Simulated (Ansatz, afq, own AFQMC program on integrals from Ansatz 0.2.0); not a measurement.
AlGeH₃, singlet in cc-pVTZ, levels against CCSDT(Q)

```xyz
5

Ge   -0.0422    0.0000    0.6623
Al    0.0200    0.0000   -1.8257
H     0.7497   -1.0660   -0.3437
H     0.7497    1.0660   -0.3437
H     1.0071    0.0000    1.8288
```

Connectivity, by distances: GeH–Al, 2 bridging H.

Basis cc-pVTZ. Noble-gas cores (and the filled d shells of Ga–Kr and In–Xe) are frozen. AFQMC by an in-house program on the Cholesky factors that Ansatz 0.2.0 writes for its CCSD(T) run. The CISD trial takes its coefficients from CCSD amplitudes. Released means that phaseless walkers are propagated on without the constraint, phases kept. Free AFQMC starts from the CCSD state and is never constrained. Its projection time is finite, and what remains of the start isn't in its error. Error bars are statistical, one sigma. No spin–orbit coupling.

Determinant: RHF, the one that the program's search chose, which needn't be the lowest solution. The geometry is a PBE0/def2-TZVP stationary point of this or a neighbouring charge and spin state.

No full CI on the walks' own integrals is used here; CCSDT(Q) serves as the reference and is uncertain by about the last step of the cluster series.

Cautions: no relativity below Rb; no spin-orbit coupling; inner d shell frozen; the released energies are still falling, so no released level is given (meV from the phaseless value at times in 1/Eh: 0 ± 5 at 0.24, -4 ± 5 at 0.51, -2 ± 5 at 0.99, -12 ± 5 at 1.62, -18 ± 6 at 2.40), though the last usable value meets CCSDT(Q) within the noise.

```
T1 diagnostic                               : 0.0188
weight of the determinant in the CISD state : 0.844
size of the correlated space                : 10 electrons in 100 orbitals
```

```
  level  correlation energy (eV)
    MP2                  -5.2953
   CCSD                  -6.2592
CCSD(T)                  -6.5310
```

(1) Estimate where phaseless AFQMC with the Hartree–Fock trial lies against CCSD(T) on the same integrals.

(1) 1.55 ± 0.77 kcal/mol below CCSD(T).

Reference: CCSDT(Q), correlation energy -6.584 eV.

| level | E − E(reference) (kcal/mol) | share of correlation (%) |
| --- | --- | --- |
| CCSD(T) | 1.23 | 99.19 |
| CCSDT | 0.38 | 99.75 |
| ph-AFQMC/HF | -0.32 ± 0.77 | 100.21 |
| ph-AFQMC/CISD | 0.23 ± 0.11 | 99.85 |
| free AFQMC | 0.37 ± 0.15 | 99.76 |

Free projections are given only where their last times agree within the noise and don't stop above the reference; a slow remainder of the start can still hide under it. A walk keeps the symmetry of its determinant, which the program's search chose and which needn't be the lowest solution, so a lower state of the same spin and another symmetry isn't excluded.
